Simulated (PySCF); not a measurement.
AlF3, SMILES [Al]([F])([F])[F]. Coordinates come from a TPSSh-D3(BJ)/def2-TZVP optimisation. The isomer is the one that the SMILES or the coordinates give; other isomers of the formula were not compared.

**Question.** Give the equilibrium geometry at TPSSh-D3(BJ)/def2-TZVP (PySCF confirms it by a frequency run) as Cartesian coordinates in Å, and its point group. (Estimate from the structure and the level; the computed values follow.)

**Answer.** point group D3h.
```xyz
4

Al     0.0000     0.0000     0.0000
F     -1.6366     0.0000     0.0000
F      0.8183     1.4173     0.0000
F      0.8183    -1.4173     0.0000
```
